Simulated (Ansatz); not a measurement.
A short molecular-dynamics run on C4H4O2 (`C=C1OCC1=O`).

```yaml
crystal:
  periodic: [false, false, false]
  atoms:
    - {symbol: C, position_ang: [-0.714800, -1.684116, -0.429589]}
    - {symbol: C, position_ang: [-0.122826, -0.544294, -0.112654]}
    - {symbol: O, position_ang: [1.183073, -0.294889, 0.250166]}
    - {symbol: C, position_ang: [0.963033, 1.128080, 0.406922]}
    - {symbol: C, position_ang: [-0.495713, 0.896513, 0.008472]}
    - {symbol: O, position_ang: [-1.468808, 1.564386, -0.135160]}
    - {symbol: H, position_ang: [-0.181611, -2.625814, -0.436447]}
    - {symbol: H, position_ang: [-1.764444, -1.665993, -0.688797]}
    - {symbol: H, position_ang: [1.126700, 1.458833, 1.434699]}
    - {symbol: H, position_ang: [1.558296, 1.716194, -0.294713]}
basis:
  gaussian: {orbitals: "6-31G*"}
hamiltonian: {xc: {name: PBE}, dispersion: d4}
md: {timestep: 2 fs, n_steps: 20, ensemble: nve, temperature: 300, initial_velocities: maxwell_boltzmann, seed: 679}
```

```sh
$ ansatz run in.yaml --threads 4 --pin off --events-out ev --progress --plain --max-ram 10444MiB
```

| step | time (fs) | potential energy (eV) | kinetic (eV) | T (K) | conserved (eV) |
| --- | --- | --- | --- | --- | --- |
| 0 | 0.0 | -8295.8655 | 0.3102 | 300 | -8295.5552 |
| 1 | 2.0 | -8295.8001 | 0.2602 | 252 | -8295.5399 |
| 2 | 4.0 | -8295.7801 | 0.2384 | 231 | -8295.5417 |
| 3 | 6.0 | -8295.7962 | 0.2449 | 237 | -8295.5514 |
| 4 | 8.0 | -8295.7335 | 0.1947 | 188 | -8295.5388 |
| 5 | 10.0 | -8295.7138 | 0.1652 | 160 | -8295.5486 |
| 6 | 12.0 | -8295.6606 | 0.1227 | 119 | -8295.5379 |
| 7 | 14.0 | -8295.6799 | 0.1383 | 134 | -8295.5416 |
| 8 | 16.0 | -8295.7326 | 0.1819 | 176 | -8295.5506 |
| 9 | 18.0 | -8295.7107 | 0.1720 | 166 | -8295.5387 |
| 10 | 20.0 | -8295.7347 | 0.1854 | 179 | -8295.5494 |
| 11 | 22.0 | -8295.7160 | 0.1771 | 171 | -8295.5389 |
| 12 | 24.0 | -8295.7602 | 0.2162 | 209 | -8295.5440 |
| 13 | 26.0 | -8295.8070 | 0.2524 | 244 | -8295.5545 |
| 14 | 28.0 | -8295.7284 | 0.1909 | 185 | -8295.5375 |
| 15 | 30.0 | -8295.7131 | 0.1661 | 161 | -8295.5470 |
| 16 | 32.0 | -8295.6841 | 0.1435 | 139 | -8295.5406 |
| 17 | 34.0 | -8295.7012 | 0.1589 | 154 | -8295.5423 |
| 18 | 36.0 | -8295.7381 | 0.1843 | 178 | -8295.5538 |
| 19 | 38.0 | -8295.6689 | 0.1341 | 130 | -8295.5348 |
| 20 | 40.0 | -8295.7048 | 0.1577 | 152 | -8295.5472 |

Velocities are drawn at the set temperature; a run this short doesn't reach equilibrium.

Frames (Å, forces in eV/Å):

```xyz
10
time=0.0 fs
C    -0.715   -1.684   -0.430   -0.330   -0.682   -0.184
C    -0.123   -0.544   -0.113   -0.017    0.632    0.090
O     1.183   -0.295    0.250    0.870   -0.506    0.142
C     0.963    1.128    0.407    0.070    0.246    0.054
C    -0.496    0.897    0.008    1.006   -0.858    0.123
O    -1.469    1.564   -0.135   -1.725    1.181   -0.255
H    -0.182   -2.626   -0.436    0.142   -0.349   -0.016
H    -1.764   -1.666   -0.689   -0.361   -0.036   -0.095
H     1.127    1.459    1.435    0.101    0.143    0.358
H     1.558    1.716   -0.295    0.244    0.229   -0.216
10
time=2.0 fs
C    -0.715   -1.683   -0.420   -0.885   -1.943   -0.721
C    -0.127   -0.550   -0.110    0.531    1.468    0.287
O     1.197   -0.304    0.245    0.126   -0.038   -0.153
C     0.964    1.128    0.415    0.121    0.085   -0.730
C    -0.507    0.909    0.004    2.295   -1.969    0.609
O    -1.473    1.568   -0.141   -2.469    1.737   -0.426
H    -0.124   -2.631   -0.489   -0.642    0.561    0.103
H    -1.799   -1.651   -0.676    0.724   -0.217    0.134
H     1.141    1.408    1.439    0.105    0.430    0.846
H     1.550    1.756   -0.282    0.093   -0.113    0.050
10
time=4.0 fs
C    -0.717   -1.688   -0.413   -0.665   -1.743   -0.835
C    -0.130   -0.552   -0.106    0.736    1.491    0.294
O     1.211   -0.313    0.240   -0.451    0.371   -0.369
C     0.965    1.129    0.421    0.392    0.245   -0.158
C    -0.512    0.915    0.001    2.093   -1.949    0.834
O    -1.482    1.576   -0.148   -1.902    1.382   -0.388
H    -0.091   -2.614   -0.537   -0.865    0.587    0.227
H    -1.805   -1.645   -0.658    0.785   -0.330    0.110
H     1.159    1.374    1.476   -0.114    0.341    0.028
H     1.544    1.792   -0.267   -0.010   -0.397    0.256
10
time=6.0 fs
C    -0.722   -1.699   -0.408    0.166   -0.137   -0.413
C    -0.131   -0.548   -0.101    0.599    0.791    0.132
O     1.224   -0.321    0.234   -0.838    0.692   -0.479
C     0.967    1.130    0.426    0.460    0.171    0.692
C    -0.509    0.914    0.000    0.735   -1.028    0.804
O    -1.497    1.587   -0.155   -0.327    0.324   -0.169
H    -0.091   -2.575   -0.577   -0.357   -0.309    0.188
H    -1.782   -1.651   -0.636   -0.209   -0.336   -0.128
H     1.172    1.354    1.513   -0.328    0.222   -0.788
H     1.539    1.812   -0.242    0.100   -0.390    0.160
10
time=8.0 fs
C    -0.726   -1.711   -0.405    0.727    1.531    0.078
C    -0.129   -0.542   -0.096    0.336   -0.128   -0.084
O     1.234   -0.327    0.227   -1.071    0.920   -0.481
C     0.971    1.132    0.433    0.188   -0.205    0.823
C    -0.504    0.911    0.003   -0.747    0.105    0.647
O    -1.512    1.598   -0.163    1.311   -0.803    0.100
H    -0.105   -2.547   -0.609    0.325   -1.217    0.051
H    -1.767   -1.671   -0.618   -1.048   -0.261   -0.291
H     1.173    1.341    1.521   -0.348    0.214   -0.698
H     1.537    1.818   -0.211    0.327   -0.156   -0.146
10
time=10.0 fs
C    -0.728   -1.717   -0.401    0.505    1.432   -0.140
C    -0.127   -0.537   -0.090    0.106   -0.820   -0.267
O     1.243   -0.332    0.219   -1.195    1.075   -0.380
C     0.975    1.133    0.443   -0.153   -0.532   -0.071
C    -0.502    0.908    0.007   -1.661    0.940    0.457
O    -1.524    1.608   -0.171    2.403   -1.579    0.324
H    -0.107   -2.567   -0.640    0.032   -0.627    0.228
H    -1.791   -1.700   -0.612   -0.249   -0.157   -0.098
H     1.161    1.337    1.502   -0.173    0.296    0.263
H     1.548    1.817   -0.185    0.384   -0.027   -0.317
10
time=12.0 fs
C    -0.729   -1.719   -0.398    0.164    0.454   -0.606
C    -0.124   -0.534   -0.086   -0.096   -1.157   -0.388
O     1.248   -0.333    0.210   -1.260    1.187   -0.207
C     0.979    1.132    0.453   -0.208   -0.478   -1.058
C    -0.505    0.907    0.013   -1.821    1.247    0.274
O    -1.530    1.614   -0.178    2.802   -1.888    0.466
H    -0.107   -2.610   -0.661   -0.540    0.478    0.551
H    -1.826   -1.735   -0.609    0.823    0.027    0.146
H     1.142    1.344    1.493   -0.003    0.307    0.984
H     1.573    1.816   -0.172    0.141   -0.177   -0.161
10
time=14.0 fs
C    -0.728   -1.719   -0.397    0.151    0.047   -0.664
C    -0.122   -0.535   -0.083   -0.306   -1.169   -0.441
O     1.250   -0.332    0.200   -1.301    1.251   -0.018
C     0.982    1.130    0.460   -0.031   -0.094   -0.620
C    -0.513    0.911    0.020   -1.252    0.958    0.135
O    -1.530    1.616   -0.184    2.521   -1.724    0.504
H    -0.128   -2.635   -0.662   -0.496    0.779    0.625
H    -1.828   -1.769   -0.601    0.874    0.239    0.189
H     1.123    1.363    1.521   -0.020    0.032    0.225
H     1.604    1.808   -0.165   -0.140   -0.318    0.066
10
time=16.0 fs
C    -0.728   -1.719   -0.398    0.511    0.530   -0.261
C    -0.120   -0.539   -0.082   -0.482   -0.895   -0.423
O     1.250   -0.328    0.190   -1.317    1.227    0.155
C     0.985    1.127    0.464   -0.065    0.141    0.237
C    -0.526    0.918    0.027   -0.049    0.133    0.082
O    -1.523    1.613   -0.189    1.605   -1.108    0.411
H    -0.168   -2.630   -0.639    0.179    0.084    0.399
H    -1.798   -1.794   -0.586   -0.149    0.377    0.033
H     1.104    1.383    1.559   -0.020   -0.284   -0.735
H     1.630    1.787   -0.155   -0.213   -0.206    0.102
10
time=18.0 fs
C    -0.725   -1.718   -0.400    0.638    1.081    0.127
C    -0.120   -0.547   -0.082   -0.506   -0.328   -0.328
O     1.246   -0.320    0.181   -1.271    1.073    0.302
C     0.988    1.125    0.469   -0.389    0.018    0.445
C    -0.539    0.925    0.034    1.500   -0.986    0.116
O    -1.513    1.608   -0.192    0.248   -0.171    0.194
H    -0.201   -2.622   -0.600    0.871   -0.836    0.129
H    -1.773   -1.805   -0.569   -1.090    0.424   -0.118
H     1.083    1.392    1.568    0.083   -0.390   -0.808
H     1.647    1.759   -0.142   -0.086    0.115   -0.059
10
time=20.0 fs
C    -0.721   -1.713   -0.402   -0.068   -0.080   -0.073
C    -0.122   -0.555   -0.083   -0.301    0.510   -0.151
O     1.238   -0.311    0.172   -1.099    0.769    0.420
C     0.990    1.123    0.476   -0.692   -0.243   -0.277
C    -0.547    0.929    0.042    2.747   -1.900    0.145
O    -1.502    1.602   -0.196   -0.993    0.697   -0.040
H    -0.200   -2.646   -0.557    0.554   -0.316    0.148
H    -1.789   -1.799   -0.557   -0.372    0.442   -0.046
H     1.066    1.387    1.546    0.237   -0.246    0.055
H     1.661    1.735   -0.131   -0.013    0.367   -0.180
10
time=22.0 fs
C    -0.717   -1.708   -0.403   -0.781   -1.687   -0.282
C    -0.124   -0.562   -0.084   -0.015    1.290    0.027
O     1.229   -0.299    0.164   -0.754    0.331    0.485
C     0.989    1.121    0.482   -0.689   -0.287   -1.266
C    -0.547    0.927    0.050    2.905   -2.041    0.010
O    -1.493    1.598   -0.199   -1.372    0.967   -0.099
H    -0.179   -2.682   -0.508   -0.169    0.756    0.152
H    -1.820   -1.777   -0.547    0.714    0.346    0.040
H     1.058    1.372    1.526    0.348   -0.031    0.999
H     1.675    1.725   -0.126   -0.185    0.354   -0.067
10
time=24.0 fs
C    -0.715   -1.709   -0.406   -0.774   -1.841   -0.083
C    -0.127   -0.565   -0.085    0.092    1.553    0.077
O     1.217   -0.286    0.158   -0.225   -0.195    0.475
C     0.986    1.117    0.484   -0.452    0.075   -0.837
C    -0.537    0.919    0.059    1.793   -1.278   -0.343
O    -1.488    1.596   -0.202   -0.703    0.498    0.105
H    -0.163   -2.689   -0.453   -0.436    0.933   -0.008
H    -1.824   -1.741   -0.535    0.805    0.111   -0.010
H     1.063    1.355    1.545    0.305   -0.081    0.507
H     1.681    1.728   -0.125   -0.405    0.225    0.118
10
time=26.0 fs
C    -0.716   -1.715   -0.409   -0.095   -0.384    0.361
C    -0.129   -0.563   -0.086   -0.035    1.170   -0.044
O     1.205   -0.274    0.152    0.437   -0.740    0.405
C     0.982    1.114    0.483   -0.234    0.450    0.394
C    -0.521    0.906    0.066    0.057   -0.052   -0.757
O    -1.484    1.596   -0.206    0.410   -0.292    0.426
H    -0.165   -2.661   -0.398   -0.101    0.027   -0.181
H    -1.797   -1.701   -0.524   -0.150   -0.151   -0.162
H     1.079    1.336    1.583    0.144   -0.198   -0.589
H     1.672    1.741   -0.118   -0.433    0.170    0.146
10
time=28.0 fs
C    -0.717   -1.723   -0.411    0.360    1.378    0.673
C    -0.132   -0.557   -0.088   -0.211    0.443   -0.247
O     1.194   -0.264    0.148    1.103   -1.216    0.301
C     0.977    1.112    0.483   -0.168    0.550    1.064
C    -0.505    0.893    0.070   -1.494    1.085   -1.025
O    -1.479    1.594   -0.208    1.260   -0.904    0.665
H    -0.170   -2.631   -0.350    0.399   -1.077   -0.229
H    -1.775   -1.666   -0.518   -0.982   -0.337   -0.270
H     1.102    1.309    1.598   -0.007   -0.138   -0.928
H     1.647    1.759   -0.106   -0.261    0.214   -0.005
10
time=30.0 fs
C    -0.717   -1.726   -0.410    0.097    1.387    0.755
C    -0.135   -0.549   -0.089   -0.256   -0.231   -0.416
O     1.186   -0.257    0.144    1.607   -1.523    0.181
C     0.971    1.111    0.487   -0.199    0.485    0.723
C    -0.494    0.884    0.072   -2.340    1.758   -1.032
O    -1.472    1.591   -0.209    1.490   -1.074    0.714
H    -0.161   -2.643   -0.311    0.041   -0.597   -0.299
H    -1.791   -1.645   -0.523   -0.312   -0.500   -0.192
H     1.124    1.277    1.578   -0.053    0.079   -0.263
H     1.611    1.786   -0.095   -0.076    0.216   -0.170
10
time=32.0 fs
C    -0.717   -1.725   -0.407   -0.269    0.444    0.756
C    -0.139   -0.543   -0.093   -0.153   -0.672   -0.506
O     1.181   -0.253    0.141    1.802   -1.573    0.064
C     0.965    1.113    0.493   -0.208    0.455   -0.330
C    -0.490    0.880    0.070   -2.219    1.725   -0.752
O    -1.460    1.585   -0.208    0.984   -0.706    0.542
H    -0.149   -2.677   -0.284   -0.591    0.539   -0.431
H    -1.820   -1.643   -0.536    0.668   -0.570   -0.048
H     1.144    1.248    1.548    0.013    0.324    0.875
H     1.573    1.821   -0.089   -0.027    0.033   -0.170
10
time=34.0 fs
C    -0.717   -1.723   -0.402   -0.380    0.004    0.670
C    -0.143   -0.538   -0.098    0.047   -0.834   -0.514
O     1.181   -0.254    0.138    1.654   -1.341   -0.013
C     0.958    1.116    0.498   -0.029    0.523   -0.419
C    -0.493    0.882    0.066   -1.099    0.897   -0.232
O    -1.447    1.577   -0.205   -0.263    0.211    0.162
H    -0.160   -2.691   -0.273   -0.617    0.834   -0.445
H    -1.822   -1.663   -0.550    0.764   -0.453    0.012
H     1.164    1.231    1.551   -0.064    0.387    0.828
H     1.533    1.858   -0.091   -0.013   -0.228   -0.049
10
time=36.0 fs
C    -0.719   -1.720   -0.394   -0.217    0.370    0.519
C    -0.148   -0.536   -0.104    0.303   -0.730   -0.441
O     1.185   -0.257    0.135    1.260   -0.911   -0.023
C     0.951    1.120    0.501    0.252    0.460    0.524
C    -0.500    0.887    0.061    0.633   -0.460    0.385
O    -1.434    1.570   -0.203   -1.952    1.459   -0.333
H    -0.195   -2.673   -0.279    0.031    0.066   -0.294
H    -1.795   -1.700   -0.564   -0.084   -0.200   -0.060
H     1.182    1.229    1.586   -0.328    0.301   -0.306
H     1.494    1.886   -0.094    0.101   -0.354    0.029
10
time=38.0 fs
C    -0.721   -1.717   -0.385   -0.243    0.796    0.310
C    -0.151   -0.537   -0.112    0.613   -0.385   -0.283
O     1.192   -0.263    0.132    0.799   -0.450    0.033
C     0.945    1.126    0.506    0.313    0.127    0.949
C    -0.505    0.890    0.057    1.956   -1.537    0.825
O    -1.425    1.566   -0.201   -3.190    2.375   -0.692
H    -0.229   -2.652   -0.296    0.799   -0.921   -0.112
H    -1.772   -1.744   -0.580   -0.883    0.068   -0.146
H     1.188    1.239    1.609   -0.455    0.214   -0.882
H     1.457    1.900   -0.096    0.290   -0.287   -0.003
10
time=40.0 fs
C    -0.724   -1.710   -0.375   -0.714   -0.489   -0.041
C    -0.152   -0.538   -0.121    0.959    0.124   -0.058
O     1.201   -0.269    0.129    0.423   -0.086    0.138
C     0.940    1.132    0.515    0.155   -0.313    0.328
C    -0.504    0.888    0.056    1.798   -1.472    0.810
O    -1.425    1.568   -0.200   -3.001    2.229   -0.647
H    -0.232   -2.667   -0.318    0.639   -0.318   -0.073
H    -1.782   -1.786   -0.601   -0.354    0.318    0.018
H     1.176    1.257    1.598   -0.326    0.168   -0.410
H     1.432    1.903   -0.098    0.422   -0.160   -0.065
```

It took 18 s on 4 threads of an Intel Xeon Platinum 8488C on a shared host, with 0.23 GiB of host memory at the peak.
